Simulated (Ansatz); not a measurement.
**BH₄ (doublet): wave-function methods side by side at scale of all distances = 1.000, 6-31G**

How much of the correlation energy of BH₄ (doublet) does each wave-function method recover here?

The runs use Ansatz 0.2.0, Gaussian basis; 6-31G, core rule «outside noble gas», up to 1 orbitals frozen.

The runs, in order: UHF; CCSD(T) on ROHF; CCSD(T) on UHF; BCCD(T) on ROHF; CISD; CCSDT(Q) on ROHF; CCSDT(Q) on UHF; CISDTQ; CCSDTQ on ROHF; CCSDTQ on UHF; CASSCF and MRCISD+Q, 3 electrons in 3 orbitals; CASSCF and NEVPT2, 3 electrons in 3 orbitals; CASSCF and MRCISD+Q, 7 electrons in 8 orbitals; CASSCF and MRCISD+Q(relaxed), 7 electrons in 8 orbitals; CASSCF and NEVPT2, 7 electrons in 8 orbitals; Full CI.

13 further runs of the same task are left out: 12 that didn't finish, 1 set aside as unsound or not needed.

## 1. The geometry

The geometry derives from a PBE0/def2-TZVP stationary point (not a proven minimum). All distances are scaled together.

5 atoms, charge 0, spin multiplicity 2.

Atoms are counted from 1 here; the program's logs count them from 0.

Bond lengths: B1–H2 1.220 Å, B1–H3 1.220 Å, B1–H4 1.220 Å, B1–H5 1.220 Å. Angles: H2–B1–H3 96.8°, H2–B1–H4 96.8°, H2–B1–H5 139.9°, H3–B1–H4 139.9°, H3–B1–H5 96.8°, H4–B1–H5 96.8°.

## 2. UHF

File in.yaml:

```yaml
crystal:
  periodic: [false, false, false]
  atoms:
    - {symbol: B, position_ang: [0.000000, 0.000000, 0.000000]}
    - {symbol: H, position_ang: [0.414685, 0.812495, 0.810653]}
    - {symbol: H, position_ang: [-0.424327, -0.807694, 0.810461]}
    - {symbol: H, position_ang: [-0.412812, 0.808646, -0.815443]}
    - {symbol: H, position_ang: [0.422454, -0.813448, -0.805671]}
basis:
  gaussian: {orbitals: 6-31G}
magnetization: {spin_polarized: true, initial_magnetization: 1}
hamiltonian: {xc: hf}
output: {orbitals: {seedname: orbitals}}
```

Started as:

```
> ansatz run in.yaml --threads 1 --pin off --events-out ev --progress --plain --max-ram 2393MiB
```

The runs that follow: CCSD(T) on ROHF; CCSD(T) on UHF; BCCD(T) on ROHF; CISD; CCSDT(Q) on ROHF; CCSDT(Q) on UHF; CISDTQ; CCSDTQ on ROHF; CCSDTQ on UHF; CASSCF and MRCISD+Q, 3 electrons in 3 orbitals; CASSCF and NEVPT2, 3 electrons in 3 orbitals; CASSCF and MRCISD+Q, 7 electrons in 8 orbitals; CASSCF and MRCISD+Q(relaxed), 7 electrons in 8 orbitals; CASSCF and NEVPT2, 7 electrons in 8 orbitals; Full CI.

**Question.** What will the summary of the whole plan be? Wanted: FCI below the RHF energy; RMP2 from FCI; UMP2 from FCI; RCCSD from FCI; RCCSD(T) from FCI; UCCSD(T) from FCI; RCCSDT(Q) from FCI; UCCSDT(Q) from FCI; NEVPT2 pair from FCI.

The runs gave:

| quantity | value |
| --- | --- |
| FCI below the RHF energy | -2.6783 eV |
| RMP2 from FCI | +683.5 meV |
| UMP2 from FCI | +695.0 meV |
| RCCSD from FCI | +59.5 meV |
| RCCSD(T) from FCI | +15.2 meV |
| UCCSD(T) from FCI | +16.2 meV |
| RCCSDT(Q) from FCI | +0.3 meV |
| UCCSDT(Q) from FCI | +0.3 meV |
| NEVPT2 pair from FCI | +612.2 meV |
| MRCISD+Q pair from FCI | -4.1 meV |
| NEVPT2 valence from FCI | +232.5 meV |
| levels within 1 kcal/mol (43 meV) | RCCSD(T), UCCSD(T), BCCD(T), RCCSDT, UCCSDT, CISDTQ, RCCSDT(Q), UCCSDT(Q), RCCSDTQ, UCCSDTQ, MRCISD+Q pair, MRCISD valence, MRCISD+Q valence, MRCISD+Q(relaxed) valence |
| T1 diagnostic | 0.014 |
| effectively unpaired electrons | 1.03 |

**Reading.** RCCSD(T) misses by +15.2 meV, 0.6 % of the correlation energy. MRCISD+Q pair falls below full CI: the +Q correction isn't variational, and the cores differ from full CI's. One determinant dominates. Of the multireference levels listed MRCISD+Q(relaxed) valence comes nearest in total energy (-1.1 meV), which doesn't show that its space is the better one. These misses are within one basis, not against nature; the frozen cores of restricted and unrestricted runs differ, which can shift their rows.
